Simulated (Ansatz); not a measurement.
**Si2PH7: basis-set convergence**

One table from this session's results is given with a row withheld; the runs are named, their logs left out.

The runs use Ansatz 0.2.0, Gaussian basis; one geometry, several basis sets.

Levels to be run: PBE0-D4/def2-SVP; ωB97M-V/def2-SVP; PBE0-D4/def2-QZVPP; ωB97M-V/def2-QZVPP; the functionals' def2-TZVPP values are taken from earlier runs.

### The geometry

All runs share one geometry, relaxed beforehand with PBE0-D4 in a triple-zeta def2 set.

SMILES `[SiH3]P[SiH3]`, 10 atoms, charge 0, spin multiplicity 1.

Atoms are counted from 1 here; the program's logs count them from 0.

Bond lengths: Si1–P2 2.250 Å, Si1–H4 1.486 Å, Si1–H5 1.487 Å, Si1–H6 1.486 Å, P2–Si3 2.250 Å, P2–H7 1.422 Å, Si3–H8 1.486 Å, Si3–H9 1.486 Å, Si3–H10 1.487 Å. Angles: P2–Si1–H4 108.7°, P2–Si1–H5 113.6°, P2–Si1–H6 107.4°, H4–Si1–H5 109.0°, H4–Si1–H6 109.1°, H5–Si1–H6 108.9°, Si1–P2–Si3 95.8°, Si1–P2–H7 94.6°, Si3–P2–H7 94.6°, P2–Si3–H8 108.7°, P2–Si3–H9 107.4°, P2–Si3–H10 113.6°, H8–Si3–H9 109.1°, H8–Si3–H10 109.0°, H9–Si3–H10 108.9°.

Set-up of the first run:

in.yaml

```yaml
crystal:
  periodic: [false, false, false]
  atoms:
    - {symbol: Si, position_ang: [-1.293646, 0.738956, -0.772210]}
    - {symbol: P, position_ang: [-0.480899, -1.286939, -0.226869]}
    - {symbol: Si, position_ang: [1.218581, -0.517749, 1.031032]}
    - {symbol: H, position_ang: [-2.304616, 0.573952, -1.848769]}
    - {symbol: H, position_ang: [-0.250310, 1.695041, -1.230141]}
    - {symbol: H, position_ang: [-1.955980, 1.292649, 0.437515]}
    - {symbol: H, position_ang: [0.301302, -1.417242, -1.407677]}
    - {symbol: H, position_ang: [2.134177, -1.647004, 1.338797]}
    - {symbol: H, position_ang: [0.636593, -0.003125, 2.297989]}
    - {symbol: H, position_ang: [1.994807, 0.571461, 0.380323]}
basis:
  gaussian: {orbitals: def2-SVP}
hamiltonian: {xc: pbe0, dispersion: d4}
output: {orbitals: {seedname: orbitals}}
```

Steps of the session up to this table: PBE0-D4 in def2-SVP; ωB97M-V in def2-SVP; PBE0-D4 in def2-QZVPP; ωB97M-V in def2-QZVPP.

One table of the session follows, with a row left open; its other results are not shown here.

It belongs to the step «Functionals by basis». 

| functional | basis | HOMO (eV) | LUMO (eV) |
| --- | --- | --- | --- |
| PBE0-D4 | def2-SVP | -7.49 | 0.28 |
| PBE0-D4 | def2-TZVPP | -7.51 | -0.01 |
| PBE0-D4 | def2-QZVPP | -7.52 | -0.16 |
| ωB97M-V | def2-SVP | -9.51 | 2.17 |
| ωB97M-V | def2-TZVPP | -9.57 | 1.61 |
| ωB97M-V | def2-QZVPP | ? | ? |

**Question.** Estimate the row for ωB97M-V, def2-QZVPP.

The run gave: HOMO (eV): -9.58; LUMO (eV): 1.21. In the column «HOMO (eV)» it is the lowest.
